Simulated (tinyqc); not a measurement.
Inside a calculation. Method: Pariser-Parr-Pople SCF with singles CI, for the molecule Oc1ccc[nH]1 (SMILES; centres numbered as the heavy atoms are written). Computed by tinyqc, a small Python program that keeps every step. Settings: charge = 0, gamma = MN, start = huckel, damping = 0.3, iteration cap = 83, excitations kept = 6. Command: `OMP_NUM_THREADS=1 python tinyqc.py 21065 21066 out.jsonl` (the two numbers bound the seeds that draw the settings). One thread of a shared host (Intel(R) Xeon(R) Processor @ 2.60GHz), about 0.02 s of CPU time with the checks. Later iterations appear only in the table of the cycle.

## PPP integrals

Centres (angstrom, eV; a flat drawing with bonds scaled to 1.40 angstrom):
```
centre          x          y  core charge z          W   gamma_rr
1O       2.159000   0.000000              2  29.710000  23.420000
2C       0.759000   0.000000              1   9.610000  12.150000
3C      -0.064000   1.133000              1   9.610000  12.150000
4C      -1.395000   0.700000              1   9.610000  12.150000
5C      -1.395000  -0.700000              1   9.610000  12.150000
6N      -0.064000  -1.133000              2  21.970000  15.040000
```

Resonance integrals (eV):
```
i  j       beta
1  2  -2.220000
2  3  -2.390000
3  4  -2.390000
4  5  -2.390000
5  6  -2.290000
6  2  -2.290000
```

Mataga-Nishimoto: gamma = 14.399645/(R + a), a = 2 x 14.399645/(gamma_rr + gamma_ss); H_rr = -W_r - sum_(s != r) z_s gamma_rs; H_rs = beta for bonds.

repulsion gamma_rs (eV), lower triangle:
```
           1O         2C         3C         4C         5C         6N
1O  23.420000
2C   6.516705  12.150000
3C   4.357284   5.569343  12.150000
4C   3.249068   4.173757   5.570857  12.150000
5C   3.249068   4.173757   4.173294   5.570126  12.150000
6N   4.439005   5.854584   4.330477   4.331427   5.856258  15.040000
```

core matrix H (eV), lower triangle:
```
            1O          2C          3C          4C          5C          6N
1O  -55.960134
2C   -2.220000  -48.269437
3C    0.000000   -2.390000  -42.299016
4C    0.000000    0.000000   -2.390000  -40.085731
5C    0.000000    0.000000    0.000000   -2.390000  -41.737829
6N    0.000000   -2.290000    0.000000    0.000000   -2.290000  -51.220756
```

## Starting guess

pi electrons, sum of z_r less the charge = 8

Orbitals of the Hueckel matrix of the beta values.

P at the start, lower triangle:
```
           1O         2C         3C         4C        5C        6N
1O   1.765984
2C   0.452695   1.124077
3C  -0.302720   0.593168   1.321739
4C   0.098281  -0.202269   0.587404   1.219716
5C   0.114838  -0.210199  -0.304292   0.678860  1.228283
6N  -0.306347   0.585429  -0.123929  -0.308639  0.580579  1.340201
```

## Iteration 1: Fock matrix

F_rr = H_rr + P_rr gamma_rr / 2 + sum_(s != r) P_ss gamma_rs; F_rs = H_rs - P_rs gamma_rs / 2; E = tr P (H + F) / 2 + core repulsion sum_(r<s) z_r z_s gamma_rs.

F (eV), lower triangle:
```
           1O         2C         3C         4C         5C         6N
1O  -8.293116
2C  -3.695041  -4.507381
3C   0.659519  -4.041779  -2.589628
4C  -0.159661   0.422111  -4.026173  -2.236636
5C  -0.186559   0.438660   0.634950  -4.280667  -3.688044
6N   0.679937  -4.003721   0.268336   0.668425  -3.990009  -8.522218
```

pi energy = -110.504844 eV

## Iteration 1: orbitals and new P

Diagonalise F (the basis is taken as orthonormal) and form P = 2 sum c c over the lowest orbitals; 0.3 of the old P is kept.

orbital energies (eV): -13.003374  -9.985853  -7.477242  -5.969341  2.213392  4.385395

P after iteration 1, lower triangle:
```
           1O         2C         3C         4C        5C        6N
1O   1.817730
2C   0.397320   1.125603
3C  -0.286334   0.652441   1.212437
4C   0.045529  -0.127821   0.599855   1.119374
5C   0.152416  -0.313745  -0.213049   0.720169  1.202685
6N  -0.245347   0.523922  -0.174669  -0.282665  0.511252  1.522172
```

## Iteration 2: Fock matrix

As before.

F (eV), lower triangle:
```
           1O         2C         3C         4C         5C         6N
1O  -7.754913
2C  -3.514608  -4.229922
3C   0.623819  -4.206835  -2.897470
4C  -0.073963   0.266747  -4.060853  -2.635018
5C  -0.247604   0.654748   0.444558  -4.395716  -3.618457
6N   0.544549  -3.823672   0.378199   0.612171  -3.787012  -7.973027
```

pi energy = -111.189180 eV

## Iteration 2: orbitals and new P

As before.

orbital energies (eV): -12.465342  -9.430373  -7.809908  -5.961734  2.486836  4.071715

P after iteration 2, lower triangle:
```
           1O         2C         3C         4C        5C        6N
1O   1.838652
2C   0.375608   1.119353
3C  -0.276869   0.676518   1.179660
4C   0.027064  -0.105936   0.598214   1.092277
5C   0.162665  -0.345647  -0.184388   0.738326  1.183372
6N  -0.221538   0.501554  -0.191983  -0.270145  0.486172  1.586686
```

## Convergence

Stop when output and input P, before any damping, agree to 1e-7.

Course of the cycle:
```
iteration         E (eV)  largest |P(out) - P(in)|
1          -110.50484412                  2.60e-01
2          -111.18917971                  9.22e-02
3          -111.41030844                  3.42e-02
4          -111.48007100                  1.34e-02
5          -111.50181393                  5.52e-03
6          -111.50855423                  2.41e-03
7          -111.51064157                  1.28e-03
8          -111.51128933                  8.04e-04
9          -111.51149126                  5.04e-04
10         -111.51155464                  3.15e-04
11         -111.51157472                  1.97e-04
...                  ...                       ...
18         -111.51158426                  7.37e-06
19         -111.51158426                  4.62e-06
20         -111.51158426                  2.89e-06
21         -111.51158426                  1.81e-06
22         -111.51158426                  1.13e-06
23         -111.51158426                  7.10e-07
24         -111.51158426                  4.45e-07
25         -111.51158426                  2.79e-07
26         -111.51158426                  1.75e-07
27         -111.51158426                  1.09e-07
28         -111.51158426                  6.86e-08
```

Converged in 28 iterations.

## Converged orbitals

Charges are z - P_rr.

orbital energies (eV): -12.223884  -9.155867  -7.906239  -5.943775  2.593311  3.926252

coefficients:
```
         MO1        MO2        MO3        MO4        MO5        MO6
1O  0.296309   0.702848  -0.042533   0.585939  -0.231659   0.139303
2C  0.522168   0.360377   0.002081  -0.388598   0.548808  -0.381138
3C  0.289451   0.080425   0.553764  -0.431622  -0.212579   0.609596
4C  0.239339  -0.240425   0.613173   0.224248  -0.325736  -0.593751
5C  0.339897  -0.440419   0.126842   0.505756   0.554720   0.333030
6N  0.618827  -0.343354  -0.547230  -0.115296  -0.431434   0.016491
```

pi charges: 1O 0.146142, 2C -0.107088, 3C -0.166405, 4C -0.082712, 5C -0.162753, 6N 0.372815

## Singles CI, singlets

Over the 6 single excitations with the smallest orbital gaps: A = (e_a - e_i) delta + 2 (ia|jb) - (ij|ab), with (pq|rs) = sum c_mp c_mq gamma_mn c_nr c_ns. f = 2/3 w |mu|^2 in atomic units, mu = sqrt2 sum c_ia sum_m c_mi c_ma R_m.

singlet CI matrix (eV), lower triangle:
```
           4>5        4>6        3>5       2>5        3>6       2>6
4>5   5.503453
4>6   0.002008   6.485273
3>5   0.161257   0.781103   6.837334
2>5  -0.164755   0.072249   0.000551  8.074520
3>6  -0.235134  -0.122152   0.112420  0.094153   8.222470
2>6   0.001474  -0.111770  -0.443757  0.246218  -0.152029  9.107241
```

singlet excitation energies (eV): 5.435222  5.868874  7.355791  7.988326  8.301004  9.281075

oscillator strengths: 0.462732  0.085169  0.722529  0.086857  0.323618  0.273427

## Singles CI, triplets

Over the 6 single excitations with the smallest orbital gaps: A = (e_a - e_i) delta - (ij|ab), with (pq|rs) = sum c_mp c_mq gamma_mn c_nr c_ns.

triplet CI matrix (eV), lower triangle:
```
           4>5        4>6        3>5       2>5       3>6       2>6
4>5   2.418730
4>6   0.468847   4.102858
3>5  -0.290908  -0.624858   4.560715
2>5   0.445545   0.789909  -0.228069  5.497901
3>6  -0.624858   0.286747  -0.284692  0.367611  5.043538
2>6   0.789909   0.690735   0.367611  0.569508  0.329505  7.956940
```

triplet excitation energies (eV): 2.012852  3.429563  4.601874  5.071159  6.010578  8.454655
